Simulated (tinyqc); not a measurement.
UHF in the sto-6g basis, for H2O, spin multiplicity 3, step by step (part 1 of 2). This run ends on a higher stationary point, not on the lowest solution. Computed by tinyqc, a small Python program that keeps every step (integrals from PySCF). Settings: charge = 0, multiplicity = 3, basis = sto-6g, energy threshold = 1e-10, iteration cap = 86, orthogonalisation = symmetric, start = Wolfsberg-Helmholz matrix, DIIS depth = 0, shift = 0.2, method = UHF. Command: `OMP_NUM_THREADS=1 python tinyqc.py 25321 25322 out.jsonl` (the two numbers bound the seeds that draw the settings). One thread of a shared host (Intel(R) Xeon(R) Processor @ 2.60GHz), about 0.1 s of CPU time with the checks. Later iterations appear only in the table of the cycle.

## One-electron integrals

Geometry (angstrom):

| atom | x | y | z |
|---|---|---|---|
| O | 0.000000 | 0.000000 | 0.000000 |
| H | 0.000000 | 0.816000 | 0.523000 |
| H | 0.000000 | -0.816000 | 0.523000 |

Basis sto-6g: exponents (1/bohr^2) and contraction coefficients of normalised primitives:

| element | l (shell) | exponent | coefficient |
|---|---|---|---|
| O | s (1) | 1355.584234 | 0.009164 |
| O | s (1) | 248.544885 | 0.049361 |
| O | s (1) | 69.533902 | 0.168538 |
| O | s (1) | 23.886772 | 0.370563 |
| O | s (1) | 9.275933 | 0.416492 |
| O | s (1) | 3.820341 | 0.130334 |
| O | s (2) | 52.187762 | -0.013253 |
| O | s (2) | 10.329320 | -0.046992 |
| O | s (2) | 3.210345 | -0.033785 |
| O | s (2) | 1.235135 | 0.250242 |
| O | s (2) | 0.536420 | 0.595117 |
| O | s (2) | 0.245881 | 0.240706 |
| O | p (3) | 52.187762 | 0.003760 |
| O | p (3) | 10.329320 | 0.037679 |
| O | p (3) | 3.210345 | 0.173897 |
| O | p (3) | 1.235135 | 0.418036 |
| O | p (3) | 0.536420 | 0.425860 |
| O | p (3) | 0.245881 | 0.101708 |
| H | s (1) | 35.523221 | 0.009164 |
| H | s (1) | 6.513144 | 0.049361 |
| H | s (1) | 1.822143 | 0.168538 |
| H | s (1) | 0.625955 | 0.370563 |
| H | s (1) | 0.243077 | 0.416492 |
| H | s (1) | 0.100112 | 0.130334 |

Overlap, kinetic and nuclear-attraction integrals over the contracted functions; the nuclear repulsion is the sum of Za Zb / Rab.

nuclear repulsion = 9.05998280 hartree

overlap S, lower triangle:
```
           1O 1s     1O 2s    1O 2px     1O 2py    1O 2pz     2H 1s     3H 1s
1O 1s   1.000000
1O 2s   0.231145  1.000000
1O 2px  0.000000  0.000000  1.000000
1O 2py  0.000000  0.000000  0.000000   1.000000
1O 2pz  0.000000  0.000000  0.000000   0.000000  1.000000
2H 1s   0.053924  0.468958  0.000000   0.327092  0.209644  1.000000
3H 1s   0.053924  0.468958  0.000000  -0.327092  0.209644  0.211792  1.000000
```

kinetic energy T (hartree), lower triangle:
```
            1O 1s     1O 2s    1O 2px     1O 2py    1O 2pz      2H 1s     3H 1s
1O 1s   29.327197
1O 2s   -0.896024  0.842618
1O 2px   0.000000  0.000000  2.531309
1O 2py   0.000000  0.000000  0.000000   2.531309
1O 2pz   0.000000  0.000000  0.000000   0.000000  2.531309
2H 1s   -0.002861  0.122220  0.000000   0.229661  0.147197   0.768522
3H 1s   -0.002861  0.122220  0.000000  -0.229661  0.147197  -0.000803  0.768522
```

nuclear attraction V (hartree), lower triangle:
```
             1O 1s       1O 2s     1O 2px      1O 2py      1O 2pz      2H 1s      3H 1s
1O 1s   -62.350282
1O 2s    -6.403684  -10.078650
1O 2px    0.000000    0.000000  -9.996863
1O 2py    0.000000    0.000000   0.000000  -10.169916
1O 2pz   -0.017288   -0.193192   0.000000    0.000000  -10.067952
2H 1s    -1.711726   -3.774354   0.000000   -2.354479   -1.565916  -5.778812
3H 1s    -1.711726   -3.774354   0.000000    2.354479   -1.565916  -1.370193  -5.778812
```

core Hamiltonian H = T + V (hartree), lower triangle:
```
             1O 1s      1O 2s     1O 2px     1O 2py     1O 2pz      2H 1s      3H 1s
1O 1s   -33.023084
1O 2s    -7.299708  -9.236032
1O 2px    0.000000   0.000000  -7.465554
1O 2py    0.000000   0.000000   0.000000  -7.638607
1O 2pz   -0.017288  -0.193192   0.000000   0.000000  -7.536643
2H 1s    -1.714587  -3.652134   0.000000  -2.124817  -1.418719  -5.010289
3H 1s    -1.714587  -3.652134   0.000000   2.124817  -1.418719  -1.370996  -5.010289
```

## Two-electron integrals

Functions are numbered as in S; the eight-fold symmetry (ij|kl) = (ji|kl) = (kl|ij) leaves the list below.

Two-electron integrals (ij|kl) in chemists' order, unique and non-zero (hartree):
```
(11|11) 4.787491    (21|11) 0.675884    (21|21) 0.121505    (22|11) 1.117379
(22|21) 0.249212    (22|22) 0.817383    (31|31) 0.025762    (32|31) 0.039145
(32|32) 0.180664    (33|11) 1.117381    (33|21) 0.249212    (33|22) 0.817382
(33|33) 0.880663    (41|41) 0.025762    (42|41) 0.039145    (42|42) 0.180664
(43|43) 0.047461    (44|11) 1.117381    (44|21) 0.249212    (44|22) 0.817382
(44|33) 0.785741    (44|44) 0.880663    (51|51) 0.025762    (52|51) 0.039145
(52|52) 0.180664    (53|53) 0.047461    (54|54) 0.047461    (55|11) 1.117381
(55|21) 0.249212    (55|22) 0.817382    (55|33) 0.785741    (55|44) 0.785741
(55|55) 0.880663    (61|11) 0.168321    (61|21) 0.028993    (61|22) 0.058130
(61|33) 0.058003    (61|41) 0.001191    (61|42) 0.002322    (61|44) 0.058272
(61|51) 0.000763    (61|52) 0.001488    (61|54) 0.000172    (61|55) 0.058114
(61|61) 0.007052    (62|11) 0.395375    (62|21) 0.089348    (62|22) 0.322756
(62|33) 0.317499    (62|41) 0.005997    (62|42) 0.043570    (62|44) 0.328678
(62|51) 0.003843    (62|52) 0.027925    (62|54) 0.007165    (62|55) 0.322091
(62|61) 0.021413    (62|62) 0.156192    (63|31) 0.010103    (63|32) 0.056275
(63|43) 0.009063    (63|53) 0.005809    (63|63) 0.022544    (64|11) 0.234774
(64|21) 0.053825    (64|22) 0.207401    (64|33) 0.197961    (64|41) 0.013307
(64|42) 0.082975    (64|44) 0.223311    (64|51) 0.002053    (64|52) 0.017113
(64|54) 0.010439    (64|55) 0.200929    (64|61) 0.013515    (64|62) 0.122065
(64|64) 0.117008    (65|11) 0.150474    (65|21) 0.034498    (65|22) 0.132930
(65|33) 0.126880    (65|41) 0.002053    (65|42) 0.017113    (65|44) 0.131510
(65|51) 0.011420    (65|52) 0.067243    (65|54) 0.012030    (65|55) 0.140399
(65|61) 0.008662    (65|62) 0.078235    (65|64) 0.060545    (65|65) 0.061349
(66|11) 0.526260    (66|21) 0.121128    (66|22) 0.498859    (66|33) 0.478735
(66|41) 0.010921    (66|42) 0.107112    (66|44) 0.521529    (66|51) 0.006999
(66|52) 0.068651    (66|54) 0.027428    (66|55) 0.496314    (66|61) 0.029362
(66|62) 0.300508    (66|64) 0.268444    (66|65) 0.172054    (66|66) 0.774999
(71|11) 0.168321    (71|21) 0.028993    (71|22) 0.058130    (71|33) 0.058003
(71|41) -0.001191   (71|42) -0.002322   (71|44) 0.058272    (71|51) 0.000763
(71|52) 0.001488    (71|54) -0.000172   (71|55) 0.058114    (71|61) 0.006933
(71|62) 0.020612    (71|64) 0.011813    (71|65) 0.008334    (71|66) 0.027813
(71|71) 0.007052    (72|11) 0.395375    (72|21) 0.089348    (72|22) 0.322756
(72|33) 0.317499    (72|41) -0.005997   (72|42) -0.043570   (72|44) 0.328678
(72|51) 0.003843    (72|52) 0.027925    (72|54) -0.007165   (72|55) 0.322091
(72|61) 0.020612    (72|62) 0.124920    (72|64) 0.067391    (72|65) 0.060684
(72|66) 0.195597    (72|71) 0.021413    (72|72) 0.156192    (73|31) 0.010103
(73|32) 0.056275    (73|43) -0.009063   (73|53) 0.005809    (73|63) 0.017399
(73|73) 0.022544    (74|11) -0.234774   (74|21) -0.053825   (74|22) -0.207401
(74|33) -0.197961   (74|41) 0.013307    (74|42) 0.082975    (74|44) -0.223311
(74|51) -0.002053   (74|52) -0.017113   (74|54) 0.010439    (74|55) -0.200929
(74|61) -0.011813   (74|62) -0.067391   (74|64) -0.019482   (74|65) -0.032001
(74|66) -0.093707   (74|71) -0.013515   (74|72) -0.122065   (74|74) 0.117008
(75|11) 0.150474    (75|21) 0.034498    (75|22) 0.132930    (75|33) 0.126880
(75|41) -0.002053   (75|42) -0.017113   (75|44) 0.131510    (75|51) 0.011420
(75|52) 0.067243    (75|54) -0.012030   (75|55) 0.140399    (75|61) 0.008334
(75|62) 0.060684    (75|64) 0.032001    (75|65) 0.046413    (75|66) 0.103954
(75|71) 0.008662    (75|72) 0.078235    (75|74) -0.060545   (75|75) 0.061349
(76|11) 0.137926    (76|21) 0.031420    (76|22) 0.121426    (76|33) 0.118993
(76|44) 0.121692    (76|51) 0.002213    (76|52) 0.018494    (76|55) 0.123592
(76|61) 0.007426    (76|62) 0.056663    (76|64) 0.038257    (76|65) 0.031928
(76|66) 0.109147    (76|71) 0.007426    (76|72) 0.056663    (76|74) -0.038257
(76|75) 0.031928    (76|76) 0.024678    (77|11) 0.526260    (77|21) 0.121128
(77|22) 0.498859    (77|33) 0.478735    (77|41) -0.010921   (77|42) -0.107112
(77|44) 0.521529    (77|51) 0.006999    (77|52) 0.068651    (77|54) -0.027428
(77|55) 0.496314    (77|61) 0.027813    (77|62) 0.195597    (77|64) 0.093707
(77|65) 0.103954    (77|66) 0.320146    (77|71) 0.029362    (77|72) 0.300508
(77|74) -0.268444   (77|75) 0.172054    (77|76) 0.109147    (77|77) 0.774999
```

## Orthogonalisation

S = U s U^T; symmetric (Loewdin) form X = U s^(-1/2) U^T, so that X^T S X = 1.

eigenvalues of S: 0.351973  0.419560  0.896432  1.000000  1.079134  1.368648  1.884253

X, lower triangle:
```
            1O 1s      1O 2s    1O 2px     1O 2py     1O 2pz      2H 1s     3H 1s
1O 1s    1.022827
1O 2s   -0.138447   1.241469
1O 2px   0.000000   0.000000  1.000000
1O 2py   0.000000   0.000000  0.000000   1.122428
1O 2pz  -0.008233   0.096795  0.000000   0.000000   1.042472
2H 1s    0.020070  -0.294064  0.000000  -0.237478  -0.129430   1.201158
3H 1s    0.020070  -0.294064  0.000000   0.237478  -0.129430  -0.075036  1.201158
```

## Starting guess

The start is the generalised Wolfsberg-Helmholz matrix (K = 1.75) built on H; D(s) = C_occ C_occ^T for each spin.

D(alpha) at the start, lower triangle:
```
            1O 1s      1O 2s    1O 2px     1O 2py    1O 2pz      2H 1s     3H 1s
1O 1s    1.029676
1O 2s   -0.117285   0.549587
1O 2px   0.000000   0.000000  1.000000
1O 2py   0.000000   0.000000  0.000000   1.372636
1O 2pz   0.049576  -0.188381  0.000000   0.000000  0.931144
2H 1s   -0.070805   0.178247  0.000000  -0.569619  0.053656   0.944890
3H 1s   -0.070805   0.178247  0.000000   0.569619  0.053656  -0.796574  0.944890
```

D(beta) at the start, lower triangle:
```
            1O 1s      1O 2s    1O 2px     1O 2py    1O 2pz     2H 1s     3H 1s
1O 1s    1.029676
1O 2s   -0.117285   0.549587
1O 2px   0.000000   0.000000  0.000000
1O 2py   0.000000   0.000000  0.000000   0.664589
1O 2pz   0.049576  -0.188381  0.000000   0.000000  0.931144
2H 1s   -0.070805   0.178247  0.000000   0.190539  0.053656  0.128786
3H 1s   -0.070805   0.178247  0.000000  -0.190539  0.053656  0.019530  0.128786
```

## Iteration 1: building the Fock matrix

J_ij = sum D_kl (ij|kl) with D = D(alpha) + D(beta), K_ij = sum D_kl (ik|jl) for each spin; F = H + J - K(s); E = tr D H + tr D J / 2 - 0.5 sum_s tr D(s) K(s) + E_nn.

Coulomb J (hartree), lower triangle:
```
            1O 1s     1O 2s    1O 2px     1O 2py    1O 2pz     2H 1s     3H 1s
1O 1s   17.337628
1O 2s    3.085279  8.139792
1O 2px   0.000000  0.000000  8.044546
1O 2py   0.000000  0.000000  0.000000   8.210039
1O 2pz  -0.005960  0.032199  0.000000   0.000000  8.164788
2H 1s    0.741190  3.213005  0.000000   2.074462  1.341583  5.118806
3H 1s    0.741190  3.213005  0.000000  -2.074462  1.341583  1.214652  5.118806
```

exchange K(alpha) (hartree), lower triangle:
```
           1O 1s      1O 2s    1O 2px     1O 2py    1O 2pz     2H 1s     3H 1s
1O 1s   4.895642
1O 2s   0.808133   1.320440
1O 2px  0.000000   0.000000  1.139381
1O 2py  0.000000   0.000000  0.000000   1.218098
1O 2pz  0.001782  -0.056512  0.000000   0.000000  1.138692
2H 1s   0.199497   0.597615  0.000000   0.333639  0.226582  0.763231
3H 1s   0.199497   0.597615  0.000000  -0.333639  0.226582  0.177072  0.763231
```

exchange K(beta) (hartree), lower triangle:
```
           1O 1s      1O 2s    1O 2px     1O 2py    1O 2pz     2H 1s     3H 1s
1O 1s   4.855066
1O 2s   0.752610   1.093295
1O 2px  0.000000   0.000000  0.244273
1O 2py  0.000000   0.000000  0.000000   1.003314
1O 2pz  0.004630  -0.048250  0.000000   0.000000  1.069827
2H 1s   0.188302   0.519955  0.000000   0.341046  0.200353  0.533328
3H 1s   0.188302   0.519955  0.000000  -0.341046  0.200353  0.192429  0.533328
```

F(alpha) (hartree), lower triangle:
```
             1O 1s      1O 2s     1O 2px     1O 2py     1O 2pz      2H 1s      3H 1s
1O 1s   -20.581098
1O 2s    -5.022562  -2.416679
1O 2px    0.000000   0.000000  -0.560390
1O 2py    0.000000   0.000000   0.000000  -0.646665
1O 2pz   -0.025030  -0.104482   0.000000   0.000000  -0.510548
2H 1s    -1.172893  -1.036744   0.000000  -0.383994  -0.303717  -0.654715
3H 1s    -1.172893  -1.036744   0.000000   0.383994  -0.303717  -0.333417  -0.654715
```

F(beta) (hartree), lower triangle:
```
             1O 1s      1O 2s    1O 2px     1O 2py     1O 2pz      2H 1s      3H 1s
1O 1s   -20.540522
1O 2s    -4.967039  -2.189534
1O 2px    0.000000   0.000000  0.334719
1O 2py    0.000000   0.000000  0.000000  -0.431882
1O 2pz   -0.027877  -0.112744  0.000000   0.000000  -0.441683
2H 1s    -1.161698  -0.959084  0.000000  -0.391401  -0.277488  -0.424812
3H 1s    -1.161698  -0.959084  0.000000   0.391401  -0.277488  -0.348774  -0.424812
```

total energy of this density = -75.00012822 hartree

## Iteration 1: diagonalisation and new density

A level shift of 0.2 hartree raises the virtual space: F + shift (S - S D(s) S), with D(s) the density of one spin. Diagonalise F' = X^T F X, C = X C', fill 6 alpha and 4 beta electrons from the bottom; D(s) = C_occ C_occ^T. Each column has its largest component positive (the first on a tie).

F' = X^T F X (alpha) (hartree), lower triangle:
```
            1          2          3          4          5          6          7
1  -20.239141
2   -2.568682  -1.164001
3    0.000000   0.000000  -0.560390
4    0.000000   0.000000   0.000000  -0.441521
5   -0.046843   0.112138   0.000000   0.000000  -0.402469
6   -0.182635  -0.589834   0.000000  -0.323614  -0.271311  -0.086073
7   -0.182635  -0.589834   0.000000   0.323614  -0.271311   0.044650  -0.086073
```

orbital energies (alpha) (hartree): MO1 -20.585573, MO2 -1.327594, MO3 -0.769444, MO4 -0.560390, MO5 -0.539730, MO6 0.197201, MO7 0.605863

coefficients C (alpha):
```
              MO1        MO2        MO3       MO4        MO5        MO6        MO7
1O 1s    0.995971  -0.221275   0.000000  0.000000   0.072882   0.000000  -0.141364
1O 2s    0.019219   0.821384   0.000000  0.000000  -0.376951   0.000000   0.962079
1O 2px   0.000000   0.000000   0.000000  1.000000   0.000000   0.000000   0.000000
1O 2py   0.000000   0.000000   0.716781  0.000000   0.000000   0.926747   0.000000
1O 2pz   0.003322   0.106188   0.000000  0.000000   0.891611   0.000000   0.568711
2H 1s   -0.004912   0.174186   0.332560  0.000000   0.159124  -0.871858  -0.825845
3H 1s   -0.004912   0.174186  -0.332560  0.000000   0.159124   0.871858  -0.825845
```

F' = X^T F X (beta) (hartree), lower triangle:
```
            1          2         3          4          5          6         7
1  -20.207817
2   -2.540953  -0.910952
3    0.000000   0.000000  0.534719
4    0.000000   0.000000  0.000000  -0.087618
5   -0.046941   0.105431  0.000000   0.000000  -0.338018
6   -0.184778  -0.614648  0.000000  -0.526930  -0.269645   0.303386
7   -0.184778  -0.614648  0.000000   0.526930  -0.269645  -0.150796  0.303386
```

orbital energies (beta) (hartree): MO1 -20.543525, MO2 -1.136962, MO3 -0.609622, MO4 -0.444880, MO5 0.534719, MO6 0.821170, MO7 0.976186

coefficients C (beta):
```
              MO1        MO2        MO3        MO4       MO5        MO6        MO7
1O 1s    0.996718  -0.214078   0.000000   0.073833  0.000000  -0.146592   0.000000
1O 2s    0.015730   0.792954   0.000000  -0.360396  0.000000   0.991877   0.000000
1O 2px   0.000000   0.000000   0.000000   0.000000  1.000000   0.000000   0.000000
1O 2py   0.000000   0.000000   0.726629   0.000000  0.000000   0.000000   0.919046
1O 2pz   0.003096   0.138566   0.000000   0.915152  0.000000   0.522471   0.000000
2H 1s   -0.004007   0.190508   0.323238   0.107370  0.000000  -0.830582  -0.875356
3H 1s   -0.004007   0.190508  -0.323238   0.107370  0.000000  -0.830582   0.875356
```

D(alpha) after iteration 1, lower triangle:
```
            1O 1s      1O 2s    1O 2px     1O 2py    1O 2pz      2H 1s     3H 1s
1O 1s    1.046232
1O 2s   -0.190083   0.817133
1O 2px   0.000000   0.000000  1.000000
1O 2py   0.000000   0.000000  0.000000   1.372636
1O 2pz   0.044795  -0.248809  0.000000   0.000000  0.806257
2H 1s   -0.031837   0.082997  0.000000  -0.569619  0.160357   0.926417
3H 1s   -0.031837   0.082997  0.000000   0.569619  0.160357  -0.815047  0.926417
```

D(beta) after iteration 1, lower triangle:
```
            1O 1s      1O 2s    1O 2px     1O 2py    1O 2pz      2H 1s     3H 1s
1O 1s    1.044727
1O 2s   -0.180685   0.758908
1O 2px   0.000000   0.000000  0.000000
1O 2py   0.000000   0.000000  0.000000   0.527989
1O 2pz   0.040990  -0.219892  0.000000   0.000000  0.856714
2H 1s   -0.036850   0.112305  0.000000   0.234874  0.124645   0.152320
3H 1s   -0.036850   0.112305  0.000000  -0.234874  0.124645  -0.056645  0.152320
```

## Iteration 2: building the Fock matrix

As before.

Coulomb J (hartree), lower triangle:
```
            1O 1s     1O 2s    1O 2px     1O 2py    1O 2pz     2H 1s     3H 1s
1O 1s   17.384314
1O 2s    3.088864  8.144616
1O 2px   0.000000  0.000000  8.057634
1O 2py   0.000000  0.000000  0.000000   8.210740
1O 2pz  -0.007969  0.028384  0.000000   0.000000  8.165470
2H 1s    0.742158  3.214199  0.000000   2.074568  1.341264  5.120844
3H 1s    0.742158  3.214199  0.000000  -2.074568  1.341264  1.215182  5.120844
```

exchange K(alpha) (hartree), lower triangle:
```
            1O 1s      1O 2s    1O 2px     1O 2py    1O 2pz     2H 1s     3H 1s
1O 1s    4.920791
1O 2s    0.795486   1.374781
1O 2px   0.000000   0.000000  1.157655
1O 2py   0.000000   0.000000  0.000000   1.226547
1O 2pz  -0.001966  -0.067903  0.000000   0.000000  1.103874
2H 1s    0.200188   0.590008  0.000000   0.329556  0.243138  0.744370
3H 1s    0.200188   0.590008  0.000000  -0.329556  0.243138  0.167684  0.744370
```

exchange K(beta) (hartree), lower triangle:
```
           1O 1s      1O 2s    1O 2px     1O 2py    1O 2pz     2H 1s     3H 1s
1O 1s   4.876336
1O 2s   0.736874   1.127472
1O 2px  0.000000   0.000000  0.255693
1O 2py  0.000000   0.000000  0.000000   0.943688
1O 2pz  0.000461  -0.048918  0.000000   0.000000  1.052669
2H 1s   0.188257   0.516461  0.000000   0.344625  0.215702  0.544741
3H 1s   0.188257   0.516461  0.000000  -0.344625  0.215702  0.173677  0.544741
```

F(alpha) (hartree), lower triangle:
```
             1O 1s      1O 2s     1O 2px     1O 2py     1O 2pz      2H 1s      3H 1s
1O 1s   -20.559561
1O 2s    -5.006330  -2.466197
1O 2px    0.000000   0.000000  -0.565575
1O 2py    0.000000   0.000000   0.000000  -0.654413
1O 2pz   -0.023291  -0.096906   0.000000   0.000000  -0.475047
2H 1s    -1.172617  -1.027943   0.000000  -0.379805  -0.320593  -0.633816
3H 1s    -1.172617  -1.027943   0.000000   0.379805  -0.320593  -0.323498  -0.633816
```

F(beta) (hartree), lower triangle:
```
             1O 1s      1O 2s    1O 2px     1O 2py     1O 2pz      2H 1s      3H 1s
1O 1s   -20.515107
1O 2s    -4.947718  -2.218888
1O 2px    0.000000   0.000000  0.336386
1O 2py    0.000000   0.000000  0.000000  -0.371554
1O 2pz   -0.025718  -0.115891  0.000000   0.000000  -0.423842
2H 1s    -1.160686  -0.954396  0.000000  -0.394874  -0.293157  -0.434186
3H 1s    -1.160686  -0.954396  0.000000   0.394874  -0.293157  -0.329491  -0.434186
```

total energy of this density = -75.14829639 hartree
